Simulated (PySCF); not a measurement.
## Worked example: AlH₃⁺, doublet against AlH3, triplet

Geometry (PBE0/def2-TZVP stationary point of a triplet), kept for both states (AlH3, triplet: A''; AlH3⁺, doublet: A'):

```xyz
4

Al    0.0000    0.0744   -0.0956
H     0.0000   -1.3724   -0.7540
H     0.4207   -0.3098    1.6570
H    -0.4207   -0.3098    1.6570
```

Basis aug-cc-pVDZ; PySCF 2.14.0. Only valence electrons are correlated (noble-gas cores frozen). R marks a restricted (for open shells ROHF) determinant, U an unrestricted one.

Full CI isn't at hand for all of this; RCCSDT serves as the reference. It lacks quadruple excitations. The frozen core follows each run's orbitals, which can shift R against U totals by a few meV.

```
   level  E(AlH3, triplet) (hartree)  E(AlH3⁺, doublet) (hartree)
     UHF                 -243.540163                  -243.301000
    UMP2                 -243.612446                  -243.361845
UCCSD(T)                 -243.637241                  -243.383705
     PBE                 -243.946929                  -243.685897
   B3LYP                 -244.115576                  -243.858222
  RCCSDT                 -243.637892                  -243.384050
```

**Question.** Give the vertical gap, AlH3⁺ doublet less AlH3 triplet, at each level in eV (1 hartree = 27.2114 eV), and each error against RCCSDT.

**Answer.** RCCSDT: (-243.384050 − (-243.637892)) × 27.2114 = 6.907 eV (the reference)
B3LYP: (-243.858222 − (-244.115576)) × 27.2114 = 7.003 eV, error 0.096 eV
PBE: (-243.685897 − (-243.946929)) × 27.2114 = 7.103 eV, error 0.196 eV
UCCSD(T): (-243.383705 − (-243.637241)) × 27.2114 = 6.899 eV, error -0.008 eV
UMP2: (-243.361845 − (-243.612446)) × 27.2114 = 6.819 eV, error -0.088 eV
UHF: (-243.301000 − (-243.540163)) × 27.2114 = 6.508 eV, error -0.399 eV

Total energies of functionals can't be set beside those of wave-function methods, since they hold the core's correlation and their own absolute errors; only the differences compare.

In so small a basis the reference is far from its limit while semilocal and hybrid functionals are nearer theirs, so the functionals' errors here hold much of the reference's basis and frozen-core error, which can add to them or hide them.

Each level lands on the state that its own search finds. T1 diagnostics of restricted CCSD: 0.023 and 0.026.
